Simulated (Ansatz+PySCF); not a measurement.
A calculation with PySCF 2.14.0.

```python
from pyscf import gto, scf, cc

mol = gto.M(atom="""
H 0.000000 0.000000 0.000000
N 0.651120 0.868170 1.879630
""", basis='6-31g', charge=0, spin=0)
mf = scf.RHF(mol)
mf.kernel()
mycc = cc.CCSD(mf, frozen=1).run()
et = mycc.ccsd_t()
print(mf.e_tot, mycc.e_corr, et, mycc.e_tot + et)
```

The script is written out from the run's settings.

Results

```json
{
  "Converged": "yes",
  "Reference energy": "-54.64682 hartree",
  "CCSD correlation energy": "-0.17204 hartree",
  "Triples correction": "-0.01016 hartree",
  "Total energy": "-54.82901 hartree",
  "Spin squared of the determinant": "0.000"
}
```

Caution: large amplitudes, a single reference is doubtful; another spin multiplicity may lie lower; an unrestricted determinant lies well below.
